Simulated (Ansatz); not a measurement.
**SiNH₅ (singlet): density functionals in cc-pVTZ**

The task here is to estimate one member of a computed series from the others.

Computed with Ansatz 0.2.0, Gaussian basis. Level: cc-pVTZ, all electrons in the functionals, frozen cores in the correlation of double hybrids and RPA.

Plan: PBE, r2SCAN, PBE0, B3LYP, wB97M-V, B2PLYP, PBE-QIDH, RPA-PBE.

### The geometry

The geometry is a PBE0/def2-TZVP stationary point (not a proven minimum).

7 atoms, charge 0, spin multiplicity 1.

Atoms are counted from 1 here; the program's logs count them from 0.

Bond lengths: Si1–N2 1.720 Å, Si1–H3 1.486 Å, Si1–H4 1.486 Å, Si1–H5 1.494 Å, N2–H6 1.007 Å, N2–H7 1.007 Å. Angles: N2–Si1–H3 107.9°, N2–Si1–H4 107.9°, N2–Si1–H5 116.0°, H3–Si1–H4 110.5°, H3–Si1–H5 107.3°, H4–Si1–H5 107.3°, Si1–N2–H6 119.6°, Si1–N2–H7 119.6°, H6–N2–H7 110.6°.

No dispersion term is added; wB97M-V holds VV10 nonlocal correlation. B3LYP takes the VWN-RPA correlation.

The first run:

The input, in.yaml:

```yaml
crystal:
  periodic: [false, false, false]
  atoms:
    - {symbol: Si, position_ang: [-0.011347, 0.000000, 0.572608]}
    - {symbol: N, position_ang: [0.053849, 0.000000, -1.146526]}
    - {symbol: H, position_ang: [0.684273, -1.220684, 1.055828]}
    - {symbol: H, position_ang: [0.684271, 1.220686, 1.055828]}
    - {symbol: H, position_ang: [-1.378529, -0.000001, 1.175249]}
    - {symbol: H, position_ang: [-0.211071, -0.828320, -1.654829]}
    - {symbol: H, position_ang: [-0.211072, 0.828319, -1.654829]}
basis:
  gaussian: {orbitals: cc-pVTZ}
hamiltonian: {xc: {name: PBE}}
output: {orbitals: {seedname: orbitals}}
```

On the command line:

```bash
$ ansatz run in.yaml --threads 2 --pin off --events-out ev --progress --plain --max-ram 24576MiB --backend cuda --devices 0, --max-vram 18GiB
```

Among the steps run: PBE (restricted); r2SCAN (restricted); PBE0 (restricted); B3LYP (restricted); wB97M-V (restricted); B2PLYP (restricted); PBE-QIDH (restricted); RPA-PBE.

One table of the session follows, with a row left open; its other results are not shown here.

| method | atomisation energy (kJ/mol) |
| --- | --- |
| PBE | 2135.8 |
| r2SCAN | 2134.2 |
| PBE0 | 2115.3 |
| B3LYP | ? |
| wB97M-V | 2161.8 |
| B2PLYP | 2132.1 |
| PBE-QIDH | 2110.9 |
| RPA-PBE | 2043.4 |
| RCCSDT(Q) | 2093.2 |

Estimate the missing values for B3LYP.

**Answer.** atomisation energy (kJ/mol): 2150.4. In the column «atomisation energy (kJ/mol)» it lies between PBE (2135.8) and wB97M-V (2161.8).
